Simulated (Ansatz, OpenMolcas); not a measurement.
# AlH (SMILES [AlH]): the vertical ionisation energy, rung by rung

AlH: 2 atoms, total charge 0, spin state singlet. As SMILES, `[AlH]`. The shape is that of a PBE0-D4/def2-TZVP optimisation.

```csv
atom,x (Å),y (Å),z (Å)
Al,0.0000,0.0000,-0.0256
H,0.0000,0.0000,1.6391
```

Quantity: the vertical ionisation energy (to the doublet cation), in eV. The values are calculated.

```csv
level,kind,program,value (eV),less FCI/3-21G,CPU time (all runs)
HF/3-21G,Hartree–Fock,Ansatz,7.14,-0.41,0.13 s
PBE0/3-21G,global hybrid,OpenMolcas,8.05,+0.50,5.9 s
HSE06/3-21G,range-separated hybrid,Ansatz,8.04,+0.49,1.5 s
"CASPT2(4,5)/3-21G",multireference,OpenMolcas,7.50,-0.05,3.2 s
"MC-PDFT[tPBE](4,5)/3-21G",multireference,OpenMolcas,8.13,+0.58,3.4 s
"SC-NEVPT2(4,5)/3-21G",multireference,OpenMolcas,7.48,-0.07,3.2 s
CCSDT/3-21G,coupled cluster or CI,Ansatz,7.54,-0.01,0.58 s
FCI/3-21G,exact in the basis,Ansatz,7.55,0.00,0.19 s
"FCI/3-21G, open shells restricted",exact in the basis,OpenMolcas,7.55,0.00,3.6 s
```

FCI/3-21G is exact within its basis and frozen core, so for wave-function methods in that basis the difference is their error; functionals converge differently with the basis, so for them it is only a difference. The values span 7.14 to 8.13 eV. All rows use very small basis sets, so even the best lies far from the true value. CPU times are rough (shared hosts, several kinds of processor): they show what a rung costs within a factor of a few.
